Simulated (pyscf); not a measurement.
Structures and frequencies: ωB97X-D3(BJ)/def2-SVP in PySCF.

Question: Estimate the classical barrier height and the reaction energy of H₃C–N•–CH₃ (SMILES C[N]C) + CH₄ (SMILES C) → H₃C–NH–CH₃ (SMILES CNC) + CH₃• (SMILES [CH3]) at ωB97M-D3(BJ)/def2-TZVP. The step runs on the doublet surface, breaks C–H and forms H–N; take the separated reactants as zero.

Answer: ΔE‡ = 21.5 kcal/mol, ΔE = +12.3 kcal/mol. Zero-point energy shifts the barrier by -0.9 kcal/mol. It is a hydrogen abstraction, with an imaginary mode of 1917i cm⁻¹. H₃C–N•–CH₃ lies 10.2 kcal/mol over its isomer H₃C–CH•–NH₂ (electronic energy, ωB97M-D3(BJ)/def2-TZVP). H₃C–NH–CH₃ lies 7.8 kcal/mol over its isomer H₃C–CH₂–NH₂ (electronic energy, ωB97M-D3(BJ)/def2-TZVP). This is the saddle that the search found; another between the same sides may lie lower. The angle at the transferred H is 164°.
